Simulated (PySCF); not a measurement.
propane cation (C3H8), SMILES C(C)C (connectivity only; charge and spin as stated), charge +1, multiplicity 2. Atoms are numbered in the order given.

```xyz
11

C     -1.2969    -0.0178     0.2349
C      0.0000     0.0000    -0.4623
C      1.2969     0.0178     0.2349
H     -2.1404    -0.3053    -0.4086
H     -1.2629    -0.6133     1.1681
H     -1.5297     1.0138     0.6127
H     -0.0223     0.7010    -1.3949
H      0.0223    -0.7010    -1.3949
H      2.1404     0.3053    -0.4086
H      1.2629     0.6133     1.1681
H      1.5297    -1.0138     0.6127
```
Charge +1, spin multiplicity 2.

Coordinates come from a B3LYP-D3(BJ)/def2-SVP optimisation. The multiplicity is an assumed one; other spin states were not compared.

Method: M06-2X/def2-TZVPD (PySCF).

Mulliken values depend strongly on the basis, most of all with diffuse functions as here. ESP charges are fitted to the potential on shells at 1.4 to 2.0 van der Waals radii. Atomic charges (e):

```csv
atom,ESP fit,Mulliken,Mulliken spin
C1,(withheld),-1.09,-0.04
C2,(withheld),0.13,0.37
C3,(withheld),-1.09,-0.04
H4,(withheld),0.37,0.00
H5,(withheld),0.36,0.04
H6,(withheld),0.38,0.11
H7,(withheld),0.41,0.21
H8,(withheld),0.41,0.21
H9,(withheld),0.37,0.00
H10,(withheld),0.36,0.04
H11,(withheld),0.38,0.11
```

Problem. What belongs in the gaps? (An estimate is asked for; the answer gives what the named calculation found.)

Solution. 
- C1, ESP fit: -0.57
- C2, ESP fit: 0.23
- C3, ESP fit: -0.57
- H4, ESP fit: 0.22
- H5, ESP fit: 0.25
- H6, ESP fit: 0.26
- H7, ESP fit: 0.23
- H8, ESP fit: 0.23
- H9, ESP fit: 0.22
- H10, ESP fit: 0.25
- H11, ESP fit: 0.26
